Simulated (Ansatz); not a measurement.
# Worked example: correlation energy of OH⁻, singlet

Geometry: that of the OH⁻, triplet, kept fixed.

```xyz
2

O     0.0000    0.0000    0.0000
H     0.0000    0.0000    1.0060
```

Basis aug-cc-pVTZ; Ansatz 0.2.0. Correlated methods freeze the noble-gas cores, which leaves 8 electrons in 68 orbitals. Prefix R: restricted or restricted open-shell reference.

Full CI isn't at hand for all of this; RCCSDT(Q) serves as the reference, and is uncertain by the last step of the cluster series or more.

RCCSD has a T1 diagnostic of 0.023 and a largest doubles amplitude of 0.03.

Runs differ by some tens of microhartree through their thresholds, so steps under 0.03 kcal/mol mean nothing.

```tsv
level	total energy (hartree)
RHF	-75.409047
RMP2	-75.701024
RCCSD	-75.695572
RCCSD(T)	-75.708241
RCCSDT	-75.708180
RCCSDT(Q)	-75.709065
```

**Question.** What is the correlation energy at RCCSDT(Q), and what share of it do RMP2 and RCCSD(T) recover?

**Answer.** E(corr) = -75.709065 − (-75.409047) = -0.300018 hartree = -8.164 eV. RMP2: -0.291977 / -0.300018 = 97.32 %. RCCSD(T): -0.299194 / -0.300018 = 99.73 %.

**Question.** By how many kcal/mol does RCCSD(T) miss RCCSDT(Q) (1 hartree = 627.509 kcal/mol), and which steps make up the rest?

**Answer.** -75.708241 − (-75.709065) = 0.000824 hartree = 0.52 kcal/mol. Steps: RCCSDT − RCCSD(T) = 0.04, RCCSDT(Q) − RCCSDT = -0.56 kcal/mol. That is within 1 kcal/mol of the reference in this basis, which itself misses far more of the correlation at the basis-set limit.
